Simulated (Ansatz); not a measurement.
C₂H₃B, SMILES `B1C=C1`, 6 atoms. The species carries charge 0 and has multiplicity 1. All runs use 2 threads of an Arm Neoverse V2 on a shared host. Correlated methods freeze the cores. Open-shell runs search over several starts.

Task: How many basis functions does each run have, and how long does it take in Ansatz? UKS r2SCAN-D4/def2-TZVPP energy of the cation; direct RPA on PBE orbitals/def2-TZVPP energy; RKS r2SCAN-D4/def2-TZVPP energy and forces; RKS PBE0-D4/def2-SVP energy; UKS PBE0-D4/def2-TZVPP energy of the cation; RHF-CCSD(T)/def2-QZVPP energy; RKS PBE0-D4/def2-QZVPP energy; RKS r2SCANh-D4/def2-TZVPP energy; RHF-CCSD(T)/def2-SVP energy; RKS ωB97M-V/def2-SVP energy; RKS PBE-D4/def2-TZVPP energy and forces; UHF-CCSD(T)/def2-TZVPP energy of the cation. (An estimate is asked.)

Result: Computed: Other jobs shared the machine, so times are rough.

```tsv
level	job	functions	wall time	peak host memory (GiB)
RHF-CCSD(T)/def2-SVP	energy	57	0.35 s	0.13
RKS PBE0-D4/def2-SVP	energy	57	0.35 s	0.09
RKS PBE-D4/def2-TZVPP	energy and forces	135	0.9 s	0.11
direct RPA on PBE orbitals/def2-TZVPP	energy	135	1.4 s	0.17
RKS ωB97M-V/def2-SVP	energy	57	1.4 s	0.13
RKS r2SCAN-D4/def2-TZVPP	energy and forces	135	1.6 s	0.13
RKS r2SCANh-D4/def2-TZVPP	energy	135	1.6 s	0.19
RKS PBE0-D4/def2-QZVPP	energy	261	2 s	0.45
UKS PBE0-D4/def2-TZVPP	energy of the cation	135	2.7 s	0.2
UKS r2SCAN-D4/def2-TZVPP	energy of the cation	135	9 s	0.24
UHF-CCSD(T)/def2-TZVPP	energy of the cation	135	13 s	1.1
RHF-CCSD(T)/def2-QZVPP	energy	261	4.5 min	2
```
